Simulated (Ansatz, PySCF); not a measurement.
Dissociation curve of Na2, singlet.

Levels of theory: UMP2/6-31G* = unrestricted MP2 (frozen core)/6-31G*, spherical d run with PySCF; RHF/3-21G = restricted Hartree-Fock/3-21G run with PySCF; RMP2 = MP2 on RHF/aug-cc-pVQZ, frozen core run with Ansatz (a quantum-chemistry and plane-wave program); RCCSD(T) = Ansatz with CCSD(T) on RHF/aug-cc-pVQZ, frozen core; UKS-BLYP = Ansatz with unrestricted BLYP/aug-cc-pVQZ.

Energies are in kcal/mol, each relative to the lowest point of its own curve near equilibrium.

| R / Å | UMP2/6-31G* | RHF/3-21G | RMP2 | RCCSD(T) | UKS-BLYP |
|---|---|---|---|---|---|
| 2.52 | 5.3 | 7.7 | 7.4 | 7.2 | 4.5 |
| 2.65 | 3.3 | 5.0 | 4.4 | 4.3 | 2.4 |
| 2.74 | 2.2 | 3.4 | 2.9 | 2.8 | 1.3 |
| 2.92 | 0.6 | 1.3 | 0.9 | 0.9 | 0.2 |
| 3.01 | 0.2 | [?] | 0.4 | 0.3 | 0.0 |
| 3.10 | 0.0 | 0.2 | 0.1 | 0.1 | 0.0 |
| 3.17 | 0.0 | 0.0 | 0.0 | 0.0 | 0.2 |
| 3.25 | 0.1 | 0.0 | 0.1 | 0.1 | 0.4 |
| 3.45 | 0.7 | 0.5 | 0.8 | 0.7 | [?] |
| 3.55 | 1.1 | 1.0 | 1.3 | 1.2 | [?] |
| 3.88 | 2.6 | 3.6 | 3.9 | 3.6 | 5.0 |
| 4.16 | [?] | 6.5 | 6.6 | 5.8 | 7.5 |
| 4.63 | 5.3 | 11.8 | 11.4 | 9.4 | 11.6 |
| 5.10 | 6.3 | 17.0 | 15.8 | 12.2 | 14.7 |
| 5.60 | [?] | 22.1 | 19.8 | 14.2 | 16.5 |
| 6.26 | 7.2 | 27.9 | 23.7 | 15.6 | 17.6 |
| 6.86 | 7.3 | 32.3 | 26.0 | 16.1 | 18.0 |
| 7.50 | 7.4 | [?] | 27.2 | 16.4 | 18.2 |
| 8.36 | 7.4 | 40.5 | 27.3 | 16.6 | 18.3 |
| 9.44 | 7.4 | 44.4 | 25.5 | 16.7 | 18.3 |

Problem. Fill in the missing entries.

Solution. 
- 3.01, RHF/3-21G: 0.6
- 3.45, UKS-BLYP: 1.6
- 3.55, UKS-BLYP: 2.3
- 4.16, UMP2/6-31G*: 3.8
- 5.60, UMP2/6-31G*: 6.8
- 7.50, RHF/3-21G: 36.2

The unrestricted determinant behind UMP2/6-31G* is spin-contaminated at 2.52 to 9.44 Å (<S²> up to 1.0, against 0.00 for a pure singlet). The restricted form behind RHF/3-21G, RMP2 keeps the bonding electrons paired and can't separate into open-shell fragments. The T1 diagnostic of CCSD on the restricted reference of RMP2 exceeds 0.045 at 4.63 to 9.44 Å. With two correlated electrons CCSD is exact in the basis where it finds the lowest root (RCCSD(T)). The unrestricted determinant behind UKS-BLYP is spin-contaminated at 5.10 to 9.44 Å (<S²> up to 1.0, against 0.00 for a pure singlet).
